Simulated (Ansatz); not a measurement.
Geometry optimisation, RKS B3LYP-D4/6-31G (Ansatz 0.2.0).

input.yaml

```yaml
crystal:
  periodic: [false, false, false]
  atoms:
    - { symbol: "N", position_ang: [0.3777, -0.7099, 0.9469] }
    - { symbol: C, position_ang: [0.631, -0.4955, -0.4693] }
    - { symbol: F, position_ang: [1.4675, 0.5492, -0.5566] }
    - { symbol: S, position_ang: [-0.7691, -0.1391, -1.4615] }
    - { symbol: S, position_ang: [-1.6041, 1.5594, -0.631] }
    - { symbol: H, position_ang: [1.2253, -0.7035, 1.413] }
    - { symbol: H, position_ang: [-0.0404, 0.2268, 1.2354] }
    - { symbol: H, position_ang: [1.1741, -1.3633, -0.8707] }
    - { symbol: H, position_ang: [-1.06127, 2.55007, -1.41345] }
basis:
  gaussian: { orbitals: "6-31G" }
hamiltonian:
  xc: b3lyp
  dispersion: d4
relax:
  f_tol: 0.015
  max_steps: 40
```

Run as:

```bash
$ ansatz run input.yaml --threads 1 --pin off --max-ram 2048MiB --backend cpu --events-out ev --progress --plain --runs-dir out
```

Q: Where does it end, and by what steps?

A: The run converged. Limits of this set-up: no polarisation functions. After 9 steps the energy has fallen by 1.167 eV; F3 moved furthest, 0.33 Å.

| step | energy less start (eV) | largest force component (eV/Å) | accepted |
| --- | --- | --- | --- |
| 0 | 0.0000 | 3.697 | yes |
| 1 | -0.8935 | 1.930 | yes |
| 2 | -1.0573 | 1.296 | yes |
| 3 | -1.1207 | 0.783 | yes |
| 4 | -1.1385 | 0.718 | yes |
| 5 | -0.9421 | 1.662 | no |
| 6 | -1.1627 | 0.139 | yes |
| 7 | -1.1653 | 0.140 | yes |
| 8 | -1.1673 | 0.022 | yes |
| 9 | -1.1674 | 0.009 | yes |

```xyz
9
Properties=species:S:1:pos:R:3
N 0.445 -0.493 0.907
C 0.700 -0.446 -0.452
F 1.538 0.691 -0.845
S -0.873 -0.297 -1.528
S -1.710 1.582 -0.623
H 1.132 -0.903 1.520
H -0.163 0.208 1.307
H 1.210 -1.339 -0.815
H -0.879 2.471 -1.279
```

Whether the end is a true minimum wasn't checked by a vibrational analysis.

Run time: 84 s on 1 thread of Intel(R) Xeon(R) Processor @ 2.50GHz (Skylake/Cascade Lake), on a shared host, peak memory 0.17 GiB.
